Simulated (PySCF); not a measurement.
Compound: 2-methyl-2-pentene, C6H12.
Bonds: C1–C2, C2–C3, C3–C4 (double), C4–C5, C4–C6. Hydrogens: H7, H8, H9 on C1; H10, H11 on C2; H12 on C3; H13, H14, H15 on C5; H16, H17, H18 on C6.

The same species was optimised twice, with GFN2-xTB and with PBE0-D3(BJ)/def2-SVP (PySCF), and the same property calculations (PySCF, gas phase) were run on both structures.

```
     coordinate  GFN2-xTB  PBE0-D3(BJ)/def2-SVP  change
      C3=C4 (Å)     1.327                 1.343  +0.016
      C1–C2 (Å)     1.530                 1.527  -0.003
      C2–C3 (Å)     1.498                 1.497  -0.001
      C4–C5 (Å)     1.502                 1.501  -0.001
      C4–C6 (Å)     1.500                 1.500   0.000
   C1–C2–C3 (°)     110.9                 112.6    +1.7
   C5–C4–C6 (°)     113.6                 114.6    +1.0
   C3–C4–C6 (°)     125.2                 124.6    -0.6
   C2–C3–C4 (°)     127.9                 128.4    +0.5
   C3–C4–C5 (°)     121.2                 120.8    -0.4
C1–C2–C3–C4 (°)      -105                  -113      -8
```

Rotational constants: A = 6418, B = 1938, C = 1685 MHz (GFN2-xTB) against A = 6455, B = 1884, C = 1627 MHz (PBE0-D3(BJ)/def2-SVP). Point groups within 0.08 Å: C1 and C1.

On the GFN2-xTB structure: lowest singlet, TDDFT (eV) 6.49 [CAM-B3LYP/def2-SVPD]; isotropic polarisability (au) 75.4 [CAM-B3LYP/def2-SVPD]; HOMO (eV) -7.98 [CAM-B3LYP/def2-SVPD]; LUMO (eV) 1.32 [CAM-B3LYP/def2-SVPD]; dipole (D) 0.25 [CAM-B3LYP/def2-SVPD]; HOMO (eV) -6.67 [PBE0/pcSseg-1]; LUMO (eV) 0.81 [PBE0/pcSseg-1]; dipole (D) 0.28 [PBE0/pcSseg-1]; GIAO shielding of C1 (ppm) 169.5 [PBE0/pcSseg-1]; GIAO shielding of C2 (ppm) 160.5 [PBE0/pcSseg-1]; GIAO shielding of C3 (ppm) 52.7 [PBE0/pcSseg-1]; GIAO shielding of C4 (ppm) 48.9 [PBE0/pcSseg-1]; GIAO shielding of C5 (ppm) 157.8 [PBE0/pcSseg-1]; GIAO shielding of C6 (ppm) 168.0 [PBE0/pcSseg-1].

Problem. What do these properties become on the PBE0-D3(BJ)/def2-SVP structure?

Solution. 
```
                                    property                level  on GFN2-xTB  on PBE0-D3(BJ)/def2-SVP  change
                  lowest singlet, TDDFT (eV)  CAM-B3LYP/def2-SVPD         6.49                     6.45   -0.04
               isotropic polarisability (au)  CAM-B3LYP/def2-SVPD         75.4                     77.3    +1.9
                                   HOMO (eV)  CAM-B3LYP/def2-SVPD        -7.98                    -7.94   +0.04
                                   LUMO (eV)  CAM-B3LYP/def2-SVPD         1.32                     1.31   -0.01
                                  dipole (D)  CAM-B3LYP/def2-SVPD         0.25                     0.27   +0.02
energy, GFN2-xTB geometry as zero (kcal/mol)  CAM-B3LYP/def2-SVPD          0.0                     -0.9    -0.9
                                   HOMO (eV)        PBE0/pcSseg-1        -6.67                    -6.63   +0.04
                                   LUMO (eV)        PBE0/pcSseg-1         0.81                     0.69   -0.12
                                  dipole (D)        PBE0/pcSseg-1         0.28                     0.29   +0.01
energy, GFN2-xTB geometry as zero (kcal/mol)        PBE0/pcSseg-1          0.0                     -0.6    -0.6
                  GIAO shielding of C1 (ppm)        PBE0/pcSseg-1        169.5                    167.8    -1.7
                  GIAO shielding of C2 (ppm)        PBE0/pcSseg-1        160.5                    159.3    -1.2
                  GIAO shielding of C3 (ppm)        PBE0/pcSseg-1         52.7                     48.9    -3.8
                  GIAO shielding of C4 (ppm)        PBE0/pcSseg-1         48.9                     46.2    -2.7
                  GIAO shielding of C5 (ppm)        PBE0/pcSseg-1        157.8                    156.0    -1.8
                  GIAO shielding of C6 (ppm)        PBE0/pcSseg-1        168.0                    166.1    -1.9
```

The heavy atoms differ by 0.063 Å rms after alignment. Among bonds between heavy atoms C3=C4 changes most (+0.016 Å). Changes are differences of the printed values. Neither structure is proved a minimum here.

Conformer computed: `[CH3:1][CH2:2][CH:3]=[C:4]([CH3:5])[CH3:6]`: C1–C2–C3–C4 -113°.
